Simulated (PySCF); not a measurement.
**Basis set benchmark on one molecule**

Molecule: SMILES C=CP(C)C, C₄H₉P.

Molfile (atoms numbered from 1):
```
C4H9P
     RDKit          3D

 14 13  0  0  0  0  0  0  0  0999 V2000
    2.1168   -0.5644   -0.0755 C   0  0  0  0  0  0  0  0  0  0  0  0
    0.9937   -0.9344    0.5489 C   0  0  0  0  0  0  0  0  0  0  0  0
   -0.4377    0.1060    0.9706 P   0  0  0  0  0  0  0  0  0  0  0  0
   -0.2098    1.5374   -0.1701 C   0  0  0  0  0  0  0  0  0  0  0  0
   -1.7610   -0.8281    0.0715 C   0  0  0  0  0  0  0  0  0  0  0  0
    2.9492   -1.2622   -0.2071 H   0  0  0  0  0  0  0  0  0  0  0  0
    2.2611    0.4443   -0.4744 H   0  0  0  0  0  0  0  0  0  0  0  0
    0.9236   -1.9593    0.9381 H   0  0  0  0  0  0  0  0  0  0  0  0
    0.6195    2.1682    0.1827 H   0  0  0  0  0  0  0  0  0  0  0  0
   -1.1228    2.1512   -0.1485 H   0  0  0  0  0  0  0  0  0  0  0  0
   -0.0103    1.2245   -1.2076 H   0  0  0  0  0  0  0  0  0  0  0  0
   -1.5295   -0.9666   -0.9961 H   0  0  0  0  0  0  0  0  0  0  0  0
   -1.8898   -1.8158    0.5394 H   0  0  0  0  0  0  0  0  0  0  0  0
   -2.7144   -0.2869    0.1698 H   0  0  0  0  0  0  0  0  0  0  0  0
  1  2  2  0
  2  3  1  0
  3  4  1  0
  3  5  1  0
  1  6  1  0
  1  7  1  0
  2  8  1  0
  4  9  1  0
  4 10  1  0
  4 11  1  0
  5 12  1  0
  5 13  1  0
  5 14  1  0
M  END
```

Geometry PBE0-D3(BJ)/def2-SVP throughout; GIAO in PySCF 2.14, gas phase, one conformer, non-relativistic; equivalent atoms averaged; functional PBE0.

Reference values (measured; solution, not stated per compound (mostly CDCl3 or CCl4); Pretsch, Buehlmann, Badertscher, Structure Determination of Organic Compounds, 4th ed. (2009)): δ(H8) = 6.23 ppm, δ(H6) = 5.51 ppm, δ(H7) = 5.39 ppm. Computed shifts are taken against TMS, calculated as an isolated molecule at each level.

**Question.** How do the basis sets pcSseg-0, cc-pVDZ, aug-cc-pVDZ, IGLO-III, cc-pVTZ, pcSseg-2 perform against the reference? Times are CPU seconds on 1 thread of an Arm Neoverse V2, shared host.

**Answer.** 
```
  basis set  functions    H8    H6    H7  mean abs. error H  core-s
   pcSseg-0         67  6.24  6.04  5.61               0.25     3.9
    cc-pVDZ        119  6.44  5.69  5.39               0.13     7.7
aug-cc-pVDZ        200  6.88  5.91  5.53               0.40      17
   IGLO-III        274  6.79  5.77  5.42               0.28      24
    cc-pVTZ        280  6.73  5.78  5.42               0.27      27
   pcSseg-2        313  6.79  5.83  5.48               0.32      35
```

For ¹H the closest is cc-pVDZ (0.13 ppm) and the furthest aug-cc-pVDZ (0.40 ppm). Where a smaller basis beats a larger one, errors probably cancel; the largest sets show where the functional converges. One molecule is a small sample, and vibrational and solvent effects are absent from the calculation.

A small basis that lands close on one nucleus may do so by chance; judge by the trend and by all nuclei.
